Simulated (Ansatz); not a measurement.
Predict the output of the script below (Ansatz 0.2.0, Python API).

Script `run_torsion.py`:
```python
'''Energy of C3H6OS as one group turns about a bond.'''

import warnings

import ansatz as az
from ase import Atoms

warnings.simplefilter('ignore', az.DeckWarning)

atoms = Atoms(['C', 'O', 'C', 'C', 'S', 'H', 'H', 'H', 'H', 'H', 'H'], positions=[
    [-1.4653, 0.2696, -0.241],
    [-0.336, 0.7649, -0.9296],
    [0.8516, 0.3545, -0.5485],
    [1.0929, -0.5796, 0.6149],
    [2.1813, 0.9396, -1.4132],
    [-2.3761, 0.7932, -0.7422],
    [-1.5839, -0.769, -0.3351],
    [-1.4614, 0.647, 0.7874],
    [2.071, -0.8177, 0.8604],
    [0.4969, -1.5236, 0.4235],
    [0.5943, -0.1359, 1.5441],
])

# start the scan from a relaxed geometry
first = (
    az.Crystal.molecule_from_ase(atoms).calculation()
    .basis(gaussian='6-31G*')
    .functional('PBE0', dispersion='d4')
    .relax(force_tolerance=0.02, max_steps=80)
)
atoms.positions = first.run(threads=1, backend='cpu').report['positions_ang']

start = atoms.get_dihedral(1, 2, 3, 8)
energies = {}
for turn in range(0, 121, 20):
    turned = atoms.copy()
    turned.set_dihedral(1, 2, 3, 8, start + turn, indices=[3, 8, 9, 10])
    job = (
        az.Crystal.molecule_from_ase(turned).calculation()
        .basis(gaussian='6-31G*')
        .functional('PBE0', dispersion='d4')
    )
    energies[round((start + turn) % 360)] = job.run(threads=1, backend='cpu').report['free_energy_ev']
floor = min(energies.values())
print('dihedral O1-C2-C3-H8 (deg)   E - E(min) (kJ/mol)')
for angle, e in sorted(energies.items()):
    print(f'{angle:8d} {96.485332 * (e - floor):14.3f}  ' + '#' * int(30 * (e - floor) / max(max(energies.values()) - floor, 1e-9)))
```

```console
$ python run_torsion.py
dihedral O1-C2-C3-H8 (deg)   E - E(min) (kJ/mol)
     180          0.000
     200          2.640  #######
     220          7.963  ######################
     240         10.745  ##############################
     260          8.307  #######################
     280          3.243  #########
     300          0.826  ##
```

The scan is rigid and the energies are electronic, in a modest basis. With rigid groups the curve can differ much from the relaxed path, the start wasn't checked as a minimum of this torsion, and equivalent turns needn't return to the same energy. Finished in 2.4 min on 1 thread of AMD EPYC 7571 (shared host), peak memory 0.27 GiB.
